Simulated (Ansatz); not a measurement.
# Al₂F (quartet): RPA-PBE over vertical spin and charge gaps, cc-pVTZ

Aim: run Al₂F (quartet) with these functionals over vertical spin and charge gaps, and hold them against the top wave-function level at the same points.

Method: cc-pVTZ, all electrons in the functionals, frozen cores in the correlation of double hybrids and RPA; program: Ansatz 0.2.0, Gaussian basis.

To be run: RPA-PBE, at charge 0, quartet; charge 0, doublet; charge 0, sextet; charge 1, triplet; charge 1, quintet.

10 further runs of the same task are left out: 5 for a known fault of the program, 5 set aside as unsound or not needed.

## (1) What is computed

The geometry is a PBE0/def2-TZVP stationary point (not a proven minimum).

3 atoms, charge 0, spin multiplicity 4.

Atoms are counted from 1 here; the program's logs count them from 0.

Bond lengths: Al1–Al2 2.338 Å, Al2–F3 1.647 Å. Angles: Al1–Al2–F3 180.0°.

No dispersion term is added.

The geometry shown and the zero of energy belong to the point charge 0, quartet. The yardstick, UCCSDT(Q), and other wave-function levels (R restricted, U unrestricted, valence and pair active spaces) come from earlier runs.

## (2) RPA-PBE, charge 0, quartet

File in.yaml:

```yaml
crystal:
  periodic: [false, false, false]
  atoms:
    - {symbol: Al, position_ang: [0.000000, 0.000000, 2.107800]}
    - {symbol: Al, position_ang: [0.000000, 0.000000, -0.230400]}
    - {symbol: F, position_ang: [0.000000, 0.000000, -1.877400]}
basis:
  gaussian: {orbitals: cc-pVTZ}
magnetization: {spin_polarized: true, initial_magnetization: 3}
hamiltonian: {xc: {name: PBE}}
correlation: {method: rpa, electrons: outside_noble_gas}
```

Run with:

```
ansatz run in.yaml --threads 2 --pin off --events-out ev --progress --plain --max-ram 15360MiB --backend cuda --devices 0, --max-vram 18GiB
```

The runs that follow: RPA-PBE, charge 0, doublet; RPA-PBE, charge 0, sextet; RPA-PBE, charge 1, triplet; RPA-PBE, charge 1, quintet.

**Question.** What will the summary of the whole plan be? Wanted: quartet to doublet, UCCSDT(Q); quartet to sextet, UCCSDT(Q); ionisation to the triplet cation, UCCSDT(Q); ionisation to the quintet cation, UCCSDT(Q); largest miss, RPA-PBE.

The runs gave:

| quantity | value |
| --- | --- |
| quartet to doublet, UCCSDT(Q) | -0.638 eV |
| quartet to sextet, UCCSDT(Q) | 6.125 eV |
| ionisation to the triplet cation, UCCSDT(Q) | 7.133 eV |
| ionisation to the quintet cation, UCCSDT(Q) | 11.478 eV |
| largest miss, RPA-PBE | +0.228 eV (ionisation to the quintet cation) |

**Reading.** RPA-PBE strays by up to 0.228 eV, at ionisation to the quintet cation. Functionals and the yardstick converge differently with the basis, so part of each miss in cc-pVTZ is the basis.
